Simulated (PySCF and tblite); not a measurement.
The numbers below are computed, except where a source is named.
System: C3H4S, numbered as in [CH2:1]=[CH:2][CH:3]=[S:4].

The path came from a restrained scan, a climbing-image band and a saddle search at GFN2-xTB; energies are PBE0/pcSseg-2 + D3(BJ)//PBE0-D3(BJ)/def2-SVP, thermal terms GFN2-xTB. Rate constants are transition-state-theory values, counting equivalent paths, without tunnelling. Programs: tblite and PySCF.

(1) What barrier does the rotation about the C2–C3 bond (torsion C1–C2–C3–S4 from 180° to 360°, rising) meet, and how fast is it at 298 K?

## Answers

(1) The electronic barrier is 9.5 kcal/mol and ΔG‡(298 K) 9.1 kcal/mol, over a C1 saddle with an imaginary mode of 198i cm⁻¹ (GFN2-xTB). With 2 equivalent paths, k is 2.6×10⁶ s⁻¹, a mean lifetime of the start of 380 ns against this motion. The end lies 2.6 kcal/mol above the start in free energy.
